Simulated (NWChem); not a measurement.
## Basis-set dependence for CN (-1)

```xyz
2

C      0.0000     0.0000     0.6413
N      0.0000     0.0000    -0.5497
```
Charge -1, spin multiplicity 1.

Everything below was run with NWChem. Structure: optimised with PBE/def2-SVP, a minimum by its harmonic frequencies.

Hartree-Fock energies in Ha, correlation energies in mHa.

The correlated methods keep 2 core orbitals frozen. The structure started from a generated list of species. The anion's geometry comes from a basis without diffuse functions. No row is a measurement; the coupled-cluster row has its own basis-set and correlation limits.

```csv
basis,functions,RHF,MP2,SCS-MP2,CCSD,CCSD+T(CCSD),CCSD(T),CR-CCSD[T],CR-CCSD(T)
def2-SVPD,40,-92.22923,-297.6,-288.4,-302.1,-317.9,-316.9,-314.6,-313.8
def2-TZVPD,74,-92.34167,-346.9,-339.3,-347.6,-368.3,-367.4,-364.1,-363.3
```

From def2-SVPD to def2-TZVPD the Hartree-Fock energy moves by -112.4 mHa and the MP2 correlation energy by -49.3 mHa, which is 14 % of its value in the larger set.
